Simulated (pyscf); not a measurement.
PySCF, gas phase, ωB97X-D3(BJ)/def2-SVP geometries.

Question: Estimate the classical barrier height and the reaction energy of methane (CH₄) + GeH₃• -> H₃C–GeH₃ + H atom (H•) at r²SCAN/def2-TZVP. The step runs on the doublet surface, breaks C–H and forms C–Ge; take the separated reactants as zero.

Answer: ΔE‡ = 188.1 kJ/mol, ΔE = +126.7 kJ/mol. CCSD(T)/def2-TZVPP + ΔMP2(QZVPP) gives 210.0 kJ/mol and +116.2 kJ/mol. Zero-point energy shifts the barrier by -8.5 kJ/mol. It is a substitution at C, with an imaginary mode of 1452i cm⁻¹. The same reactants have a lower exit, to GeH₄ + CH₃• (barrier +119.9 kJ/mol at ωB97M-D3(BJ), against +215.6 kJ/mol here). One saddle was located; it need not be the lowest between these sides. The angle at the attacked C is 180°. The CCSD(T) − MP2 part came from Ansatz, without density fitting, on the same reference. The frozen core leaves the outer d or s,p core shells of the metals and heavy elements correlated in the MP2 and CC values, and def2-TZVPP describes them poorly, which can shift differences by a few kcal/mol. Elements up to Kr have no core potential and no relativistic terms here.
